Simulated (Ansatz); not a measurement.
Conformers of C₆H₁₂, SMILES `C=CCCCC`, each relaxed with PBE0-D4/def2-TZVP in Ansatz. CBS adds the triple-zeta coupled-cluster correction to the MP2 limit.

Not all of them had a frequency check.

Conformer A:

Z-matrix (Å, degrees):
```
C
C 1 1.493
C 1 1.531 2 113.6
H 1 1.096 2 109.2 3 122.1
H 1 1.094 2 109.2 3 -121.9
C 2 1.326 1 124.8 3 113.4
H 2 1.088 1 116.6 3 -66.0
C 3 1.524 1 115.3 2 59.1
H 3 1.096 1 108.3 2 -178.7
H 3 1.095 1 108.5 2 -63.4
H 6 1.086 2 121.3 1 0.7
H 6 1.084 2 121.8 1 -179.4
C 8 1.520 3 114.1 1 60.0
H 8 1.095 3 108.2 1 -178.3
H 8 1.095 3 109.7 1 -63.4
H 13 1.092 8 111.2 3 175.7
H 13 1.093 8 112.0 3 -64.3
H 13 1.094 8 111.1 3 55.8
```

Conformer B:

```xyz
18

C    -1.249   -1.289   -1.751
C    -1.252   -0.185   -1.016
C    -1.316   -0.142    0.474
C    -0.252    0.720    1.157
C     1.178    0.195    1.072
C     1.878    0.452   -0.254
H    -1.225   -1.252   -2.834
H    -1.268   -2.273   -1.292
H    -1.228    0.781   -1.519
H    -2.298    0.258    0.758
H    -1.273   -1.162    0.870
H    -0.292    1.738    0.751
H    -0.531    0.807    2.212
H     1.177   -0.880    1.287
H     1.764    0.660    1.872
H     1.903    1.523   -0.478
H     1.375   -0.049   -1.082
H     2.911    0.097   -0.226
```

Conformer C:

Z-matrix (Å, degrees):
```
C
C 1 1.492
C 1 1.530 2 112.8
H 1 1.094 2 109.6 3 -123.7
H 1 1.097 2 109.0 3 120.3
C 2 1.326 1 125.4 3 121.9
H 2 1.090 1 115.8 3 -57.4
C 3 1.523 1 114.5 2 -61.1
H 3 1.096 1 108.7 2 176.3
H 3 1.096 1 108.7 2 61.1
H 6 1.086 2 121.3 1 0.4
H 6 1.084 2 121.7 1 -179.9
C 8 1.520 3 113.9 1 -62.6
H 8 1.095 3 109.3 1 60.0
H 8 1.095 3 108.5 1 175.5
H 13 1.094 8 111.2 3 -55.8
H 13 1.092 8 111.7 3 64.5
H 13 1.092 8 111.2 3 -175.7
```

Q: Which is lowest in electronic energy at CCSD(T)/CBS (frozen core, def2 sets), and by how much? (Estimate.)

A: Ansatz gave: C; A lies 2.8 kJ/mol higher, B lies 7.0 kJ/mol higher.

Q: Give the energies relative to C (kJ/mol) with PBE-D4/def2-TZVPP, ωB97X-V/def2-TZVPP, PBE/def2-TZVPP, PBE0/def2-TZVPP, MP2/def2-TZVPP, CCSD/def2-TZVPP, HF/def2-QZVPP. (Estimate.)

A: Computed: 
```tsv
level	A	B
PBE-D4/def2-TZVPP	3.1	5.5
ωB97X-V/def2-TZVPP	3.0	6.7
PBE/def2-TZVPP	2.4	5.3
PBE0/def2-TZVPP	2.4	6.0
MP2/def2-TZVPP	3.1	7.7
CCSD/def2-TZVPP	2.5	7.2
HF/def2-QZVPP	1.6	7.3
```
